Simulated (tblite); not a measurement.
A geometry optimisation, step by step.

C5H5S (doublet state).
Bonds: C1–C2, C2–C3 (triple), C3–C4, C4–C5, C4–S6 (double). Hydrogens: H7, H8 on C1; H9, H10, H11 on C5.
Bond orders are those of one Lewis drawing.

Computed with GFN2-xTB (tblite), gas phase: L-BFGS steps from a force-field or distance-geometry start until the largest atomic force falls under 0.01 eV/Å. 14 of its 41 geometries are shown.

Step 0: E = -444.9310 eV, largest atomic force 7.679 eV/Å
```
atom  x, y, z in Å  |  force x, y, z in eV/Å
C1      2.893   -0.101    0.069   -3.221   0.633   0.553
C2      1.493    0.108    0.256    7.526  -1.104  -1.056
C3      0.331    0.274    0.439   -6.774   0.849   0.728
C4     -1.094    0.484    0.618    2.524  -0.349   0.045
C5     -2.047   -0.333   -0.192    0.078   0.235  -0.454
S6     -1.569    1.552    1.803   -0.040  -0.154  -0.258
H7      3.603    0.436    0.680   -0.212  -0.096  -0.110
H8      3.241   -0.779   -0.687   -0.094   0.022   0.040
H9     -2.108   -1.346    0.214   -0.001   0.118  -0.026
H10    -3.051    0.110   -0.208    0.312  -0.091   0.185
H11    -1.686   -0.402   -1.232   -0.096  -0.064   0.352
```

Step 3: E = -445.3673 eV, largest atomic force 1.268 eV/Å
```
atom  x, y, z in Å  |  force x, y, z in eV/Å
C1      2.841   -0.091    0.077   -0.196   0.058   0.011
C2      1.526    0.102    0.253    0.893  -0.129  -0.082
C3      0.309    0.274    0.434   -1.264   0.098   0.014
C4     -1.045    0.468    0.612    0.741  -0.172  -0.005
C5     -2.042   -0.328   -0.199    0.332   0.102   0.074
S6     -1.574    1.553    1.802    0.082  -0.213  -0.271
H7      3.593    0.431    0.674   -0.470  -0.167  -0.198
H8      3.236   -0.773   -0.680   -0.346   0.283   0.328
H9     -2.109   -1.340    0.213    0.001   0.115  -0.030
H10    -3.041    0.110   -0.202    0.235   0.084   0.188
H11    -1.688   -0.404   -1.226   -0.009  -0.060  -0.030
```

Step 6: E = -445.4137 eV, largest atomic force 0.295 eV/Å
```
atom  x, y, z in Å  |  force x, y, z in eV/Å
C1      2.824   -0.086    0.079    0.046   0.006  -0.005
C2      1.528    0.102    0.257   -0.178   0.035   0.038
C3      0.302    0.269    0.423    0.156  -0.071  -0.079
C4     -1.020    0.455    0.610   -0.228  -0.017  -0.012
C5     -2.022   -0.323   -0.196    0.018  -0.063  -0.063
S6     -1.570    1.543    1.788    0.040  -0.024  -0.032
H7      3.565    0.424    0.666   -0.033   0.133   0.140
H8      3.213   -0.759   -0.664   -0.113  -0.107  -0.112
H9     -2.108   -1.332    0.211    0.043  -0.007   0.021
H10    -3.020    0.118   -0.186    0.211   0.141   0.151
H11    -1.688   -0.408   -1.228    0.038  -0.026  -0.048
```

Step 9: E = -445.4264 eV, largest atomic force 0.089 eV/Å
```
atom  x, y, z in Å  |  force x, y, z in eV/Å
C1      2.820   -0.083    0.079    0.006   0.000   0.008
C2      1.523    0.104    0.260    0.061   0.003  -0.014
C3      0.298    0.261    0.412   -0.019  -0.007   0.019
C4     -1.023    0.447    0.606    0.077   0.005  -0.026
C5     -2.012   -0.329   -0.202   -0.044  -0.022   0.000
S6     -1.564    1.537    1.779   -0.009   0.032   0.039
H7      3.548    0.437    0.678   -0.004   0.024   0.014
H8      3.189   -0.765   -0.669   -0.019  -0.008  -0.007
H9     -2.102   -1.332    0.213    0.004  -0.074  -0.008
H10    -2.990    0.140   -0.162   -0.056   0.069  -0.004
H11    -1.683   -0.413   -1.236    0.002  -0.020  -0.020
```

Step 12: E = -445.4271 eV, largest atomic force 0.031 eV/Å
```
atom  x, y, z in Å  |  force x, y, z in eV/Å
C1      2.822   -0.083    0.080    0.009   0.002   0.004
C2      1.525    0.105    0.260   -0.004   0.007   0.001
C3      0.299    0.260    0.412    0.016  -0.006   0.004
C4     -1.021    0.447    0.605   -0.010  -0.006   0.002
C5     -2.014   -0.330   -0.202   -0.001   0.007   0.010
S6     -1.564    1.538    1.781    0.017  -0.014  -0.016
H7      3.548    0.439    0.679    0.003   0.007  -0.005
H8      3.187   -0.766   -0.670    0.000   0.003   0.008
H9     -2.102   -1.337    0.212   -0.013   0.006  -0.021
H10    -2.991    0.145   -0.162    0.009   0.005  -0.005
H11    -1.684   -0.415   -1.236   -0.024  -0.011   0.017
```

Step 15: E = -445.4273 eV, largest atomic force 0.024 eV/Å
```
atom  x, y, z in Å  |  force x, y, z in eV/Å
C1      2.823   -0.083    0.081   -0.004   0.007   0.002
C2      1.526    0.106    0.260    0.001   0.001   0.007
C3      0.301    0.259    0.413   -0.014  -0.007  -0.006
C4     -1.020    0.446    0.604    0.003  -0.016   0.001
C5     -2.015   -0.330   -0.201   -0.002  -0.005  -0.010
S6     -1.562    1.536    1.779    0.007   0.007   0.006
H7      3.548    0.441    0.679    0.018   0.010   0.001
H8      3.186   -0.766   -0.669    0.015  -0.005   0.000
H9     -2.104   -1.338    0.209   -0.022   0.007   0.008
H10    -2.991    0.148   -0.162    0.003  -0.001   0.008
H11    -1.687   -0.417   -1.235   -0.005   0.003  -0.015
```

Step 18: E = -445.4277 eV, largest atomic force 0.036 eV/Å
```
atom  x, y, z in Å  |  force x, y, z in eV/Å
C1      2.825   -0.080    0.082    0.012   0.005  -0.003
C2      1.528    0.108    0.261    0.015  -0.010   0.008
C3      0.301    0.255    0.413    0.016  -0.019  -0.018
C4     -1.020    0.441    0.604    0.005   0.009   0.000
C5     -2.018   -0.331   -0.201   -0.011  -0.006  -0.010
S6     -1.556    1.536    1.778   -0.001  -0.001   0.005
H7      3.552    0.446    0.679   -0.015  -0.009  -0.019
H8      3.189   -0.766   -0.666    0.001   0.022   0.026
H9     -2.113   -1.338    0.206   -0.016  -0.015   0.029
H10    -2.990    0.152   -0.160   -0.023   0.011   0.009
H11    -1.694   -0.420   -1.236    0.017   0.013  -0.027
```

Step 22: E = -445.4282 eV, largest atomic force 0.031 eV/Å
```
atom  x, y, z in Å  |  force x, y, z in eV/Å
C1      2.829   -0.075    0.085   -0.004  -0.001   0.003
C2      1.533    0.109    0.266   -0.007  -0.012   0.003
C3      0.303    0.244    0.408   -0.012  -0.012  -0.008
C4     -1.017    0.432    0.602   -0.001   0.000  -0.023
C5     -2.023   -0.332   -0.203   -0.005   0.009   0.010
S6     -1.546    1.533    1.776    0.004  -0.019  -0.008
H7      3.557    0.454    0.675    0.004   0.021   0.015
H8      3.194   -0.763   -0.659    0.011  -0.009  -0.015
H9     -2.130   -1.339    0.206    0.009   0.019   0.001
H10    -2.991    0.161   -0.157    0.001  -0.001  -0.008
H11    -1.702   -0.421   -1.240   -0.001   0.005   0.031
```

Step 25: E = -445.4284 eV, largest atomic force 0.019 eV/Å
```
atom  x, y, z in Å  |  force x, y, z in eV/Å
C1      2.832   -0.072    0.086   -0.002  -0.006   0.005
C2      1.535    0.107    0.270   -0.003  -0.010  -0.010
C3      0.303    0.235    0.403   -0.007  -0.004  -0.005
C4     -1.016    0.429    0.597    0.003  -0.006   0.012
C5     -2.028   -0.331   -0.202    0.003   0.007  -0.003
S6     -1.540    1.528    1.773    0.005   0.008   0.012
H7      3.559    0.462    0.674   -0.006   0.013   0.008
H8      3.198   -0.762   -0.656    0.010  -0.001  -0.007
H9     -2.139   -1.337    0.207    0.008   0.013   0.000
H10    -2.993    0.167   -0.156    0.000  -0.001  -0.007
H11    -1.707   -0.421   -1.239   -0.011  -0.014  -0.006
```

Step 28: E = -445.4286 eV, largest atomic force 0.030 eV/Å
```
atom  x, y, z in Å  |  force x, y, z in eV/Å
C1      2.834   -0.072    0.088    0.005  -0.002  -0.004
C2      1.536    0.104    0.270    0.001  -0.008  -0.009
C3      0.303    0.229    0.400    0.015   0.001   0.006
C4     -1.015    0.426    0.596   -0.003   0.013   0.004
C5     -2.030   -0.330   -0.203   -0.001  -0.003  -0.004
S6     -1.535    1.526    1.774    0.011   0.000   0.006
H7      3.559    0.468    0.675   -0.027  -0.010  -0.009
H8      3.202   -0.761   -0.654    0.005   0.018   0.017
H9     -2.143   -1.334    0.208   -0.002  -0.011   0.011
H10    -2.994    0.170   -0.156   -0.004   0.007  -0.001
H11    -1.711   -0.423   -1.239    0.001  -0.004  -0.016
```

Step 31: E = -445.4288 eV, largest atomic force 0.024 eV/Å
```
atom  x, y, z in Å  |  force x, y, z in eV/Å
C1      2.835   -0.072    0.089   -0.011   0.005  -0.008
C2      1.536    0.099    0.268   -0.007  -0.001  -0.007
C3      0.304    0.223    0.397   -0.009   0.013   0.018
C4     -1.014    0.424    0.595   -0.002   0.002  -0.020
C5     -2.032   -0.329   -0.203    0.000  -0.008   0.002
S6     -1.529    1.524    1.776    0.012  -0.006  -0.002
H7      3.555    0.474    0.676   -0.002   0.000   0.010
H8      3.208   -0.758   -0.652    0.017  -0.006  -0.004
H9     -2.146   -1.331    0.211   -0.011  -0.002   0.000
H10    -2.995    0.174   -0.157    0.012   0.001   0.002
H11    -1.715   -0.426   -1.241    0.002   0.003   0.010
```

Step 34: E = -445.4289 eV, largest atomic force 0.013 eV/Å
```
atom  x, y, z in Å  |  force x, y, z in eV/Å
C1      2.836   -0.070    0.089    0.000   0.003  -0.004
C2      1.536    0.094    0.266    0.000  -0.001  -0.009
C3      0.304    0.219    0.396   -0.004   0.005  -0.007
C4     -1.014    0.423    0.592    0.003  -0.009   0.006
C5     -2.035   -0.328   -0.204    0.000   0.001   0.004
S6     -1.520    1.522    1.777   -0.006   0.003  -0.002
H7      3.550    0.479    0.678    0.003   0.002   0.013
H8      3.216   -0.756   -0.649    0.006  -0.006  -0.006
H9     -2.152   -1.330    0.213   -0.009   0.004  -0.005
H10    -2.995    0.179   -0.158    0.002  -0.001   0.002
H11    -1.719   -0.429   -1.241    0.005  -0.002   0.009
```

Step 37: E = -445.4290 eV, largest atomic force 0.020 eV/Å
```
atom  x, y, z in Å  |  force x, y, z in eV/Å
C1      2.836   -0.070    0.088    0.010  -0.003  -0.001
C2      1.536    0.093    0.263    0.005   0.002  -0.007
C3      0.304    0.219    0.395    0.015  -0.004  -0.012
C4     -1.014    0.421    0.592    0.000   0.005   0.011
C5     -2.035   -0.328   -0.203   -0.002   0.000   0.002
S6     -1.518    1.521    1.777   -0.007   0.000  -0.002
H7      3.549    0.481    0.680   -0.013  -0.011  -0.006
H8      3.220   -0.755   -0.649   -0.003   0.014   0.011
H9     -2.156   -1.329    0.213   -0.005  -0.009   0.006
H10    -2.995    0.180   -0.158   -0.007   0.007   0.000
H11    -1.720   -0.430   -1.240    0.008   0.000  -0.004
```

Step 40: E = -445.4291 eV, largest atomic force 0.008 eV/Å
```
atom  x, y, z in Å  |  force x, y, z in eV/Å
C1      2.837   -0.069    0.087   -0.002  -0.006   0.005
C2      1.536    0.090    0.258   -0.001   0.008  -0.001
C3      0.304    0.217    0.392   -0.002  -0.002  -0.002
C4     -1.013    0.420    0.593   -0.002   0.001  -0.002
C5     -2.037   -0.328   -0.202    0.000  -0.002   0.001
S6     -1.516    1.520    1.778   -0.001  -0.002   0.001
H7      3.545    0.483    0.684    0.002  -0.004  -0.002
H8      3.226   -0.753   -0.648    0.003   0.005  -0.002
H9     -2.162   -1.329    0.214    0.001  -0.002   0.005
H10    -2.995    0.183   -0.158    0.004   0.005  -0.004
H11    -1.720   -0.432   -1.239   -0.002  -0.001   0.001
```

**Question.** Summarise the path.

**Answer.** The energy falls by 48.06 kJ/mol from step 0 to step 40; nine tenths of that is first reached at step 4. It rises by more than 0.2 meV at step 1. The largest force goes from 7.679 to 0.008 eV/Å. Among the bonds C1–C2 changes most, from 1.428 to 1.322 Å; the atoms move by 0.069 Å rms after alignment.

The cost below is that of the whole relaxation. Hardware: an Arm Neoverse N1 with one thread, shared host. Cost: 0.32 s of wall time.
